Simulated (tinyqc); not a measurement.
MP2 on RHF in the sto-3g basis, frozen core, for H2F+, spin multiplicity 1, step by step. One step of it, computed by the program tinyqc.

Question. Second-order Moller-Plesset energy. E2 = sum_ijab (ia|jb) [2 (ia|jb) - (ib|ja)] / (e_i + e_j - e_a - e_b) over occupied i, j and virtual a, b; the opposite-spin part is (ia|jb)^2 / denominator, the rest is same-spin, and SCS-MP2 scales them by 6/5 and 1/3.

orbital energies (hartree): MO1 -26.605157, MO2 -2.027809, MO3 -1.158426, MO4 -1.052927, MO5 -1.024621, MO6 -0.041436, MO7 0.109844

Two-electron integrals over orbitals (pq|rs), unique and non-zero (hartree); the lowest 1 orbital is frozen and left out:
```
(22|22) 0.858447    (32|32) 0.156505    (33|22) 0.753400    (33|33) 0.728217
(42|22) 0.000089    (42|33) -0.006135   (42|42) 0.160461    (43|32) 0.006873
(43|43) 0.048354    (44|22) 0.814249    (44|33) 0.708000    (44|42) -0.088708
(44|44) 0.886252    (52|52) 0.181955    (53|53) 0.037881    (54|52) -0.033837
(54|54) 0.053972    (55|22) 0.880720    (55|33) 0.742469    (55|42) -0.051284
(55|44) 0.833055    (55|55) 0.997514    (62|22) -0.143453   (62|33) -0.088735
(62|42) -0.042384   (62|44) -0.100842   (62|55) -0.148538   (62|62) 0.075619
(63|32) 0.025058    (63|43) 0.018203    (63|63) 0.068195    (64|22) -0.143243
(64|33) -0.085129   (64|42) 0.009971    (64|44) -0.151546   (64|55) -0.148986
(64|62) 0.060495    (64|64) 0.075714    (65|52) -0.052093   (65|54) -0.008048
(65|65) 0.025800    (66|22) 0.568111    (66|33) 0.550464    (66|42) 0.066502
(66|44) 0.534055    (66|55) 0.543930    (66|62) -0.052948   (66|64) -0.027887
(66|66) 0.541734    (72|32) 0.066022    (72|43) -0.022957   (72|63) -0.026632
(72|72) 0.056361    (73|22) 0.209163    (73|33) 0.163087    (73|42) -0.057905
(73|44) 0.201207    (73|55) 0.232480    (73|62) -0.070194   (73|64) -0.087233
(73|66) 0.018439    (73|73) 0.162255    (74|32) -0.055788   (74|43) 0.007741
(74|63) -0.042568   (74|72) -0.011247   (74|74) 0.049236    (75|53) 0.025564
(75|75) 0.019876    (76|32) -0.092891   (76|43) -0.048166   (76|63) -0.083448
(76|72) 0.006197    (76|74) 0.060752    (76|76) 0.159661    (77|22) 0.609609
(77|33) 0.610080    (77|42) 0.007556    (77|44) 0.587399    (77|55) 0.597390
(77|62) -0.045008   (77|64) -0.031129   (77|66) 0.535529    (77|73) 0.069475
(77|77) 0.573915
```

Hartree-Fock energy = -98.85587482 hartree

Give: Terms; Pair energies; MP2 correlation energy; SCS-MP2 correlation energy; MP2 total energy.

Answer.

Terms:
```
i  j  a  b  (ia|jb)  (ib|ja)  denominator       term
3  3  7  7   0.1623   0.1623      -2.5365    -0.0104
3  4  7  6  -0.0872  -0.0426      -2.2798    -0.0050
4  3  6  7  -0.0872  -0.0426      -2.2798    -0.0050
4  4  6  6   0.0757   0.0757      -2.0230    -0.0028
2  3  6  7  -0.0702  -0.0266      -3.2546    -0.0025
3  2  7  6  -0.0702  -0.0266      -3.2546    -0.0025
3  3  6  6   0.0682   0.0682      -2.2340    -0.0021
2  2  6  6   0.0756   0.0756      -3.9727    -0.0014
4  2  6  6   0.0605   0.0605      -2.9979    -0.0012
2  4  6  6   0.0605   0.0605      -2.9979    -0.0012
4  4  7  7   0.0492   0.0492      -2.3255    -0.0010
2  2  7  7   0.0564   0.0564      -4.2753    -0.0007
5  5  6  6   0.0258   0.0258      -1.9664  -3.38e-04
5  5  7  7   0.0199   0.0199      -2.2689  -1.74e-04
2  3  7  6  -0.0266  -0.0702      -3.2546   1.39e-04
3  2  6  7  -0.0266  -0.0702      -3.2546   1.39e-04
3  4  6  7  -0.0426  -0.0872      -2.2798   3.91e-05
4  3  7  6  -0.0426  -0.0872      -2.2798   3.91e-05
4  2  7  7  -0.0112  -0.0112      -3.3004  -3.83e-05
2  4  7  7  -0.0112  -0.0112      -3.3004  -3.83e-05
```

Pair energies (hartree; pair i-j sums ij and ji):
```
pair  opposite spin  same spin
2-2         -0.0022     0.0000
3-2         -0.0035    -0.0012
3-3         -0.0125     0.0000
4-2         -0.0025     0.0000
4-3         -0.0083    -0.0018
4-4         -0.0039     0.0000
5-5         -0.0005     0.0000
```

MP2 correlation energy = -0.036195 hartree

SCS-MP2 correlation energy = -0.040907 hartree

MP2 total energy = -98.892070 hartree
